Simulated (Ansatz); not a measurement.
Relaxation of AlFH2 (4 atoms, charge 0, multiplicity 1), to a largest force component of 0.03 eV/Å in at most 50 steps.

Theory: Ansatz, RKS r2SCAN-D4/def2-SVP.

```xyz
4
Properties=species:S:1:pos:R:3
Al -0.116 0.000 -1.009
F 1.361 0.000 1.465
H 1.984 0.000 0.779
H -1.617 0.000 -0.304
```

Problem. Where does it end, and by what steps?

Solution. The run converged. After 6 steps the energy has fallen by 0.118 eV; F2 moved furthest, 0.46 Å.

```
step  energy less start (eV)  largest force component (eV/Å)  accepted
   0                  0.0000                           0.324       yes
   1                 -0.0417                           1.165       yes
   2                 -0.1059                           0.356       yes
   3                 -0.1132                           0.157       yes
   4                 -0.1159                           0.057       yes
   5                 -0.1173                           0.036       yes
   6                 -0.1177                           0.004       yes
```

```xyz
4
Properties=species:S:1:pos:R:3
Al 0.038 0.000 -0.907
F 1.050 0.000 1.129
H 1.934 0.000 0.821
H -1.410 0.000 -0.112
```

Whether the end is a true minimum wasn't checked by a vibrational analysis.

Time of the run: 12 s on 1 thread of Arm Neoverse V1, on a shared host, peak memory 0.1 GiB.
